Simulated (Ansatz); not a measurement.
# C2H6O2, SMILES COCO: a rigid scan of one bond length

Computed with the Ansatz DFT code, driven from Python.

`c2h6o2_scan.py`:
```python
import ansatz as az
from ase import Atoms
import numpy as np

BASIS_SET = "def2-SVP"
FUNCTIONAL = "cam_b3lyp"

atoms = Atoms(["C", "O", "C", "O", "H", "H", "H", "H", "H", "H"], positions=[
    [-0.0266, 1.2669, -0.5141],
    [-0.4192, 0.3445, 0.4587],
    [0.2148, -0.8796, 0.2155],
    [0.0144, -1.7427, 1.292],
    [-0.3609, 0.9541, -1.5395],
    [-0.6216, 2.2495, -0.3104],
    [1.0243, 1.5299, -0.4937],
    [1.3709, -0.7212, 0.1972],
    [-0.0854, -1.3154, -0.6675],
    [-1.0277, -1.7372, 1.3648],
])
mol = az.Crystal.molecule_from_ase(atoms)

symbols = [site.symbol for site in mol.cartesian_sites]
start = np.array([site.position_ang for site in mol.cartesian_sites])
axis = (start[9] - start[3]) / np.linalg.norm(start[9] - start[3])
moving = [9]
lengths, energies = [0.919, 0.961, 1.003, 1.045, 1.086, 1.128, 1.17, 1.233], []
for length in lengths:
    xyz = start.copy()
    xyz[moving] += (length - np.linalg.norm(start[9] - start[3])) * axis
    point = az.Crystal.molecule()
    for symbol, xyz in zip(symbols, xyz):
        point = point.atom(symbol, xyz.tolist())
    calculation = (
        point.calculation()
        .basis(gaussian=BASIS_SET)
        .functional(FUNCTIONAL)
    )
    data = calculation.run(threads=1).report
    energies.append(data["free_energy_ev"])
    print(f"r = {length:6.3f} A  E = {energies[-1]:.5f} eV  <S^2> = {abs(data['mean_field']['state']['spin_squared']):.3f}")

fit = np.polynomial.Polynomial.fit(lengths, np.array(energies) - min(energies), 4).convert()
roots = [r.real for r in fit.deriv().roots() if abs(r.imag) < 1e-9 and fit.deriv(2)(r.real) > 0]
r_e = min(roots, key=lambda r: abs(r - lengths[int(np.argmin(energies))]))
print(f"minimum of the fit at {r_e:.4f} A, force constant {fit.deriv(2)(r_e):.2f} eV/A^2")
```

```console
$ python c2h6o2_scan.py
r =  0.919 A  E = -6257.48992 eV  <S^2> = 0.000
r =  0.961 A  E = -6257.55988 eV  <S^2> = 0.000
r =  1.003 A  E = -6257.53501 eV  <S^2> = 0.000
r =  1.045 A  E = -6257.43953 eV  <S^2> = 0.000
r =  1.086 A  E = -6257.29602 eV  <S^2> = 0.000
r =  1.128 A  E = -6257.11153 eV  <S^2> = 0.000
r =  1.170 A  E = -6256.90009 eV  <S^2> = 0.000
r =  1.233 A  E = -6256.55048 eV  <S^2> = 0.000
minimum of the fit at 0.9696 A, force constant 50.20 eV/A^2
```

What to keep in mind:
- Total energies depend on the basis set; only differences at equal settings carry meaning.
- The rest of the molecule is held rigid at a force-field or estimated start geometry, and the basis set is modest; single-reference methods fail as a bond breaks.
- The orbitals are restricted, so S² is zero by construction.
- Timing: 17 s on 1 thread of Arm Neoverse V2 (shared host), peak memory 0.24 GiB.

(Lines on the test bed's own set-up are left out of the output.)
